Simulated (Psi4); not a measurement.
# CH2BF (SMILES B[C]F): a first try and a second

Aim: energy and forces of CH2BF at U-tau-HCTHh/heavy-aug-cc-pVDZ.

The calculation is run with Psi4 1.11.

3 further runs of the same task are left out: 1 that didn't finish, 2 set aside as unsound or not needed.

## (1) The system as given

CH2BF: 5 atoms, total charge 0, spin state triplet. As SMILES, `B[C]F`. The shape is that of a GFN2-xTB optimisation.

Bond lengths: B1–C2 1.475 Å, C2–F3 1.312 Å, B1–H4 1.167 Å, B1–H5 1.176 Å. Angles: B1–C2–F3 134.8°, C2–B1–H4 120.2°, C2–B1–H5 118.7°, H4–B1–H5 121.1°.

## (2) Try one

Input file job.inp:

```
memory 1600 mb

molecule {
  0 3
  B     -0.505570    -0.250120    -0.120900
  C      0.899880     0.179790    -0.245440
  F      1.716060     0.896670     0.490070
  H     -0.994750    -0.904870    -0.953460
  H     -0.794750    -0.904870    -0.953460
  units angstrom
}

set basis heavy-aug-cc-pVDZ
set reference uks
set scf_type pk

energy_value, wavefunction = gradient('t-hcthh', return_wfn=True)
```

Run with:

```console
psi4 job.inp job.out -n 1
```

job.out:

```text
[...]
  Running in c1 symmetry.
[...]
  Nuclear repulsion =   54.726865348208690
[...]
  Multiplicity = 3
[...]
  Nalpha       = 12
  Nbeta        = 10
[...]
    Number of basis functions: 79
[...]
   @UKS iter   1:  -162.26951276765104   -4.62577e-01   4.98897e-03 DIIS/ADIIS
[...]
   @UKS iter  18:  -162.37675852372138   -9.03810e-12   8.55003e-09 DIIS
[...]
   @S^2 Observed:                2.014774426E+00
[...]
    Orbital Energies [Eh]
    ---------------------
    Alpha Occupied:
       1A    -24.648147     2A    -10.218060     3A     -6.776140
       4A     -1.265571     5A     -0.936546     6A     -0.682206
       7A     -0.550474     8A     -0.502756     9A     -0.487503
      10A     -0.279329    11A     -0.271282    12A     -0.189184
    Alpha Virtual:
      13A     -0.049418    14A     -0.009899    15A      0.010513
      16A      0.023640    17A      0.026736    18A      0.038628
      19A      0.077873    20A      0.089447    21A      0.091097
      22A      0.128305    23A      0.151751    24A      0.156557
      25A      0.187214    26A      0.217207    27A      0.223929
[...]
  @UKS Final Energy:  -162.37675852372138
   => Energetics <=
    Nuclear Repulsion Energy =             54.7268653482086904
    One-Electron Energy =                -328.5842589412781649
    Two-Electron Energy =                 129.2048762459330362
    DFT Exchange-Correlation Energy =     -17.7242411765849646
    Empirical Dispersion Energy =           0.0000000000000000
    VV10 Nonlocal Energy =                  0.0000000000000000
    Total Energy =                       -162.3767585237213780
[...]
 Multipole Moments:
 ------------------------------------------------------------------------------------
     Multipole            Electronic (a.u.)      Nuclear  (a.u.)        Total (a.u.)
 ------------------------------------------------------------------------------------
 L = 1.  Multiply by 2.5417464519 to convert [e a0] to [Debye]
 Dipole X            :          2.3705017           -2.7962506           -0.4257489
 Dipole Y            :          1.7043896           -2.2965980           -0.5922084
 Dipole Z            :          1.4042729           -2.1331316           -0.7288587
 Magnitude           :                                                    1.0311197
[...]
  -Total Gradient:
     Atom            X                  Y                   Z
    ------   -----------------  -----------------  -----------------
       1       -0.039280944552    -0.089218024461    -0.120578217115
       2        0.004622739635     0.020890446431     0.029075072342
       3        0.013992752466     0.000060172645    -0.006598447670
       4        6.267214773377     0.025704769503     0.034253986792
       5       -6.246567772185     0.042748907716     0.064168877847
[...]
```

It took 20 s on 1 thread of Intel Xeon at 2.60GHz (Ice Lake), shared host; peak memory 0.89 GiB.

## (3) Reading the log

The run finished; that doesn't make the result usable.

The fault: two atoms lie on top of or far too near each other. As the program read them, the closest atoms are 0.20 Å apart, against 1.17 Å in the sound input.

## (4) Try two

Input file calc.inp:

```
memory 1.6 GB

molecule {
  0 3
  B     -0.505570    -0.250120    -0.120900
  C      0.899880     0.179790    -0.245440
  F      1.716060     0.896670     0.490070
  H     -0.994750    -0.904870    -0.953460
  H     -1.115610     0.078530     0.829720
}

set basis heavy-aug-cc-pVDZ
set reference uks
set scf_type pk

E = gradient("t-hcthh")
print_variables()
```

Run with:

```console
psi4 -i calc.inp -o calc.out -n 1
```

calc.out:

```text
[...]
  Running in c1 symmetry.
[...]
  Nuclear repulsion =   52.288590755572180
[...]
  Multiplicity = 3
[...]
  Nalpha       = 12
  Nbeta        = 10
[...]
    Number of basis functions: 79
[...]
   @UKS iter   1:  -163.70418723129598   -4.54150e-01   5.42038e-03 ADIIS/DIIS
[...]
   @UKS iter  12:  -163.84065469194863   -4.68958e-12   7.51606e-09 DIIS
[...]
   @S^2 Observed:                2.005750924E+00
[...]
    Orbital Energies [Eh]
    ---------------------
    Alpha Occupied:
       1A    -24.662149     2A    -10.231228     3A     -6.710696
       4A     -1.282372     5A     -0.707968     6A     -0.582066
       7A     -0.519510     8A     -0.514465     9A     -0.431375
      10A     -0.368034    11A     -0.270414    12A     -0.253452
    Alpha Virtual:
      13A     -0.030605    14A      0.004435    15A      0.024991
      16A      0.029079    17A      0.035553    18A      0.057398
      19A      0.080197    20A      0.088989    21A      0.115541
      22A      0.128940    23A      0.141213    24A      0.162752
      25A      0.200573    26A      0.214916    27A      0.225514
[...]
  @UKS Final Energy:  -163.84065469194863
   => Energetics <=
    Nuclear Repulsion Energy =             52.2885907555721801
    One-Electron Energy =                -327.3438779026097336
    Two-Electron Energy =                 128.8300410816454473
    DFT Exchange-Correlation Energy =     -17.6154086265565084
    Empirical Dispersion Energy =           0.0000000000000000
    VV10 Nonlocal Energy =                  0.0000000000000000
    Total Energy =                       -163.8406546919486289
[...]
 Multipole Moments:
 ------------------------------------------------------------------------------------
     Multipole            Electronic (a.u.)      Nuclear  (a.u.)        Total (a.u.)
 ------------------------------------------------------------------------------------
 L = 1.  Multiply by 2.5417464519 to convert [e a0] to [Debye]
 Dipole X            :          3.0721516           -3.0972092           -0.0250575
 Dipole Y            :          1.3772964           -1.3741937            0.0031028
 Dipole Z            :          0.4812351           -0.4605538            0.0206812
 Magnitude           :                                                    0.0326377
[...]
  -Total Gradient:
     Atom            X                  Y                   Z
    ------   -----------------  -----------------  -----------------
       1        0.008440509472    -0.001313608468    -0.007691364058
       2       -0.027137683920    -0.003946811272     0.010125563429
       3        0.005138715055     0.000381803819    -0.002591923054
       4        0.005134268024     0.009594437657     0.013491384017
       5        0.008232791980    -0.004808239031    -0.013370814177
[...]
```

Run time: 16 s. Hardware: 1 thread of Intel Xeon at 2.60GHz (Ice Lake), shared host; peak memory 0.9 GiB.

## (5) Summary of results

Level: U-tau-HCTHh/heavy-aug-cc-pVDZ.

| quantity | value |
| --- | --- |
| total energy | -163.84065 Eh |
| dipole moment | 0.08 D |
| HOMO energy (highest over α and β) | -6.90 eV |
| LUMO energy (lowest over α and β) | -4.29 eV |
| ⟨S²⟩ | 2.006 |
| largest force on an atom | 1.503 eV/Å |

In words: The first attempt's energy was +39.835 eV off this one. The largest force is 1.50 eV/Å: the shape isn't a stationary point for this species at this level.
